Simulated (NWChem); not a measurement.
hydrogen chloride (HCl); SMILES Cl

```xyz
2

Cl     0.0000     0.0000     0.0720
H      0.0000     0.0000    -1.2240
```
Atoms are numbered in this order, from 1.

All runs: NWChem. Structure relaxed at the PBE-D3(BJ)/def2-SVP level.

For level B97-2/def2-TZVP:

| Item | Result |
|---|---|
| highest occupied level (eV) | -9.13 |
| orbital gap (eV) | 9.28 |

**Question.** Estimate the same quantities for level LDA (Slater exchange, PW92)/def2-TZVP.

**Answer.** The highest occupied level (eV) is -8.01. The orbital gap (eV) comes out as 7.12.
